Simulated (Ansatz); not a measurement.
We consider hcp Zn, described by r²SCAN (Ansatz, an electronic-structure program, plane waves, PAW).

A perfect cell of 2 atoms has -6651.3415 eV. A cell of 36 sites with one atom taken out, atoms relaxed at the host's volume, has -116398.0730 eV. Energies are extrapolated to zero smearing.

Defect cell: Settings: plane-wave cutoff 500 eV, 5×5×5 k mesh, Fermi–Dirac smearing 0.1 eV, cell of 36 sites, scalar-relativistic PAW data made under PBE.

Perfect cell: Run with plane-wave cutoff 500 eV, 15×15×10 k mesh (along the axes of the cell as run), Fermi–Dirac smearing 0.1 eV, scalar-relativistic PAW data made under PBE.

Task: Work out the vacancy formation energy, and the share of vacant sites at 550 K if the formation entropy is left out.

Result: E_f = E(35) − 35 × E_bulk per atom = -116398.0730 − 35 × (-6651.3415/2) = 0.40 eV. With k_B T = 0.04740 eV, exp(−0.40/0.04740) = 2e-04. Before relaxation the value is 0.59 eV.

Measured, for comparison: vacancy formation energy 0.54 eV (no zero-point or thermal correction, monovacancy; as tabulated in Garrity and Choudhary (2023), arXiv:2112.11585).

The cell is finite, so the vacancy feels its images.

Note: energies are extrapolated to zero smearing, and mesh and cell size move such values by some hundredths of an eV or more.
